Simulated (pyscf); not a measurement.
Elementary routes open to F–BH–F + silane (SiH₄) in the gas phase (singlet surface):
A. F–B(F)–SiH₃ + hydrogen (H₂) (B–H, H–Si broken; B–Si, H–H formed)
B. F–SiH₃ + H₂B–F (B–F, H–Si broken; F–Si, B–H formed)

Structures and frequencies: ωB97X-D3(BJ)/def2-SVP in PySCF.

Q: Rank the routes by free-energy barrier at 900 K, lowest first, for ωB97M-D3(BJ)/def2-TZVP energies (ideal gas, 1 atm, RRHO with modes under 100 cm⁻¹ raised to 100, one conformer, R ln 2 for chiral ones without a mode under 150 cm⁻¹).

A: B (58.6 kcal/mol), A (77.8 kcal/mol)

Route B is the fastest of these, ahead of the next by 19.2 kcal/mol. The most stable products are those of B (ΔG = +8.0 kcal/mol), so kinetics and thermodynamics agree. At 298 K B is still the fastest. Only these routes are compared; each barrier is that of the saddle found, and lower ones may exist.
